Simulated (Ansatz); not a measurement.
**AlN (quintet): the correlation ladder, cc-pVTZ**

The task here is to estimate one member of a computed series from the others.

Computed with Ansatz 0.2.0, Gaussian basis. Level: cc-pVTZ, core rule «outside noble gas», up to 6 orbitals frozen.

To be run: UHF; CCSD(T) on ROHF; CCSD(T) on UHF; BCCD(T) on ROHF; CISD; CCSDT(Q) on ROHF; CCSDT(Q) on UHF; CASSCF and MRCISD+Q, 8 electrons in 8 orbitals; CASSCF and NEVPT2, 8 electrons in 8 orbitals.

16 further runs of the same task are left out: 4 that didn't finish, 12 set aside as unsound or not needed.

**The geometry**

The geometry is a PBE0/def2-TZVP stationary point (not a proven minimum) of the parent state, kept for this charge and spin.

2 atoms, charge 0, spin multiplicity 5.

Atoms are counted from 1 here; the program's logs count them from 0.

Bond lengths: Al1–N2 1.789 Å.

The first run:

File in.yaml:

```yaml
crystal:
  periodic: [false, false, false]
  atoms:
    - {symbol: Al, position_ang: [0.000000, 0.000000, 0.000000]}
    - {symbol: N, position_ang: [0.000000, 0.000000, 1.789283]}
basis:
  gaussian: {orbitals: cc-pVTZ}
magnetization: {spin_polarized: true, initial_magnetization: 4}
hamiltonian: {xc: hf}
output: {orbitals: {seedname: orbitals}}
```

Started as:

```bash
$ ansatz run in.yaml --threads 1 --pin off --events-out ev --progress --plain --max-ram 2393MiB
```

Among the steps run: UHF; CCSD(T) on ROHF; CCSD(T) on UHF; BCCD(T) on ROHF; CISD; CCSDT(Q) on ROHF; CCSDT(Q) on UHF; CASSCF and MRCISD+Q, 8 electrons in 8 orbitals; CASSCF and NEVPT2, 8 electrons in 8 orbitals.

One table of the session follows, with a row left open; its other results are not shown here.

| method | from UCCSDT(Q) (kcal/mol) |
| --- | --- |
| ROHF | +120.16 |
| UHF | +115.45 |
| RMP2 | +19.77 |
| UMP2 | +19.76 |
| CISD | +8.66 |
| RCCSD | +5.46 |
| UCCSD | +5.17 |
| RCCSD(T) | +1.02 |
| UCCSD(T) | +0.93 |
| BCCD(T) | ? |
| RCCSDT | +0.32 |
| UCCSDT | +0.22 |
| RCCSDT(Q) | +0.12 |
| UCCSDT(Q) | 0 |
| CASSCF valence | +98.01 |
| NEVPT2 valence | +19.45 |
| MRCISD valence | +6.90 |
| MRCISD+Q valence | +1.57 |

**Question.** Estimate the row for BCCD(T).

**Answer.** from UCCSDT(Q) (kcal/mol): +1.04. In the column «from UCCSDT(Q) (kcal/mol)» it lies between RCCSD(T) (+1.02) and MRCISD+Q valence (+1.57).

Among the levels timed on like hardware and quicker than the yardstick, those that no quicker one beats, quickest first: NEVPT2 valence (1.8 s, +19.45 kcal/mol); MRCISD+Q valence (3 s, +1.57 kcal/mol); RCCSD(T) (3.5 s, +1.02 kcal/mol); UCCSD(T) (4.6 s, +0.93 kcal/mol).

To keep in mind: Of the multireference levels listed MRCISD+Q valence comes nearest in total energy (+1.57 kcal/mol), which doesn't show that its space is the better one. Restricted and unrestricted rows rest on different reference determinants; where their highest levels disagree by more than a few hundredths of an eV, they describe different states and don't form one ladder.
